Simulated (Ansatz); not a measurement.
# H₄SSi, SMILES [SiH3]S: an active-space calculation

With Ansatz 0.2.0 through its Python package.

Contents of `h4ssi.xyz`:
```text
6

Si   -0.13300   -0.33500   -0.42670
S     0.88420    0.00640    1.39040
H    -1.65610   -0.04690   -0.20060
H     0.10890   -1.66700   -0.91980
H     0.31770    0.67790   -1.45760
H     0.52050    1.30060    1.56820
```

At the Python prompt:
```pycon
>>> import warnings
>>> import ansatz
>>> warnings.simplefilter("ignore", ansatz.DeckWarning)
>>> h4ssi = ansatz.Crystal.molecule_from_extxyz("h4ssi.xyz")
>>> calculation = (
...     h4ssi.calculation()
...     .basis(gaussian="def2-SVP")  # atom-centred Gaussian functions
...     .correlation(active_electrons=4, active_orbitals=4)
... )
>>> for method in [None, "sc_nevpt2", "fic_mrcisd_q"]:
...     r = (calculation if method is None else calculation.correlation(method)).run(threads=1).report
...     space = r["configurations"]
...     state = space["states"][0]
...     print(method or "casscf", f"total {r['free_energy_ev'] / 27.211386246:.6f} Ha, active-space state {state['energy']['hartree']:.6f} Ha, mean field {r['reference_energy_ev'] / 27.211386246:.6f} Ha")
...     print("  determinants", state["n_determinants"], " natural occupations", [round(n, 3) for n in space["natural_occupations"]])
...
casscf total -688.618846 Ha, active-space state -688.618846 Ha, mean field -688.588477 Ha
  determinants 36  natural occupations [1.977, 1.976, 0.024, 0.022]
sc_nevpt2 total -688.825406 Ha, active-space state -688.618832 Ha, mean field -688.588477 Ha
  determinants 36  natural occupations [1.977, 1.976, 0.024, 0.022]
fic_mrcisd_q total -688.872411 Ha, active-space state -688.618832 Ha, mean field -688.588477 Ha
  determinants 36  natural occupations [1.977, 1.976, 0.024, 0.022]
```

What to keep in mind:
- Total energies depend on the basis set; only differences at equal settings carry meaning.
- The geometry is a force-field or estimated start, not a minimum of this method, and the basis set is short of its limit. The active space starts as a window about the frontier orbitals and is then optimised, not chosen by chemistry.
- Wall time of the script: 3.8 s on 1 thread of Intel(R) Xeon(R) 6975P-C (Granite Rapids), on a shared host, peak memory 0.18 GiB.

(Lines on the test bed's own set-up are left out of the output.)
